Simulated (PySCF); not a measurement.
## Calculated properties of `CCC[NH]` [radical]

Species: C₃H₈N (doublet state).
Structure used (PBE0-D3(BJ)/def2-SVP), in Å, numbered top down from 1:
```xyz
12
C3H8N angstrom
C     -1.514   -0.120    0.162
C     -0.084   -0.497   -0.188
C      0.923    0.606    0.115
N      2.299    0.356   -0.175
H     -1.844    0.767   -0.402
H     -1.614    0.117    1.234
H     -2.216   -0.936   -0.064
H     -0.015   -0.753   -1.260
H      0.210   -1.406    0.366
H      0.636    1.539   -0.417
H      0.854    0.903    1.184
H      2.366   -0.578   -0.606
```

PBE0-D3(BJ)/def2-SVP geometry optimisation, gas phase (PySCF):

```yaml
Rotational_constants_A_B_C: 26.393, 3.894, 3.621 GHz
Dipole_moment: 1.97 D
```

UKS B3LYP, IGLO-III on C N, pcH-1 on H, non-relativistic, mean-field spin-orbit, GIAO (PySCF):

```yaml
Isotropic_g_value: 2.00436
Principal_g_values: 2.00213, 2.00389, 2.00707
Spin_squared_⟨S²⟩: 0.754
Largest_Mulliken_spin_population: 1.00 on N4
Largest_isotropic_hyperfine_couplings_means_over_sets_of_like_nuclei: 1H +152.8 (H10/H11), 1H -60.7 (H12), 13C -34.1 (C3), 14N +30.7 (N4), 13C -2.1 (C2) MHz
```

Monoisotopic mass from the formula: 58.0657 u.

At 9.50 GHz, hν = g·μB·B₀ (B₀ the magnetic field) puts the centre of the isotropic spectrum, to first order, at 338.6 mT. With B = h/(8π²I), that is 505.379 GHz u Å² over I, the principal moments of inertia are 19.1, 129.8 and 139.6 u Å² (most abundant isotopes). g_iso is shifted by about +2040 ppm from the free-electron value 2.002319; the principal values span 0.0049. The rotational constants make it an asymmetric top with κ = (2B − A − C)/(A − C) = -0.98, nearer the prolate limit (−1). ⟨S²⟩ is 0.004 above the pure-spin value S(S + 1) = 0.75. The dipole matches unit charges of opposite sign 0.41 Å apart (1 e·Å = 4.8032 D).

One conformer (not necessarily the lowest) at the PBE0-D3(BJ)/def2-SVP geometry, without solvent or vibrations. Couplings of like nuclei are plain means over topologically equivalent atoms, as if these changed places fast (by rotation of a methyl-like group, say); in this geometry the members of some sets differ.
